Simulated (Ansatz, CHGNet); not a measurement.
Equilibrium volume per atom of 1T (CdI2-type) TiTe2: levels of theory against measurement

Reference value: 26.76 Å³/atom (measured, temperature not stated, not corrected to a static lattice, from a published cell, pressure not stated; as tabulated in Journal of Solid State Chemistry 39, 230 (1981)).

What do CHGNet 0.3.0, PBE, rVV10, r²SCAN-D4, HSE06-D3(BJ) give, and how far is each from the reference?


```
level (code)           value (Å³/atom)  difference (%)
---------------------  ---------------  --------------
CHGNet 0.3.0                     29.86           +11.6
PBE (Ansatz)                     28.49            +6.5
rVV10 (Ansatz)                   27.97            +4.5
r²SCAN-D4 (Ansatz)               27.61            +3.2
HSE06-D3(BJ) (Ansatz)            24.43            -8.7
```

The levels aren't ranked against this reference (sources at odds).

The reference isn't brought to a static lattice, while the calculations are for one, so the differences are not the levels' errors alone. A static lattice is as a rule a little smaller than the measured one.  PBE: for a layered or molecular solid the relaxed cell lies over 5 % above the published volume, where the minimum can be shallow. PBE: the cell comes from a level without a dispersion term, which matters for the spacing of layers, chains or molecules. HSE06-D3(BJ): exact exchange on metals is sensitive to the k mesh and can open a false gap. HSE06-D3(BJ): the run warned that the count of filled bands differs between k points. Cutoffs and k meshes differ between the levels. Ansatz's density-functional and Hartree–Fock values are scalar-relativistic unless marked +SOC, with PAW data made under PBE.

Machine-learned potentials (CHGNet 0.3.0) are trained on DFT data: a solid inside that data is no test of them.

Differences are worked out from the printed values.

Ansatz is a quantum-chemistry and plane-wave program.
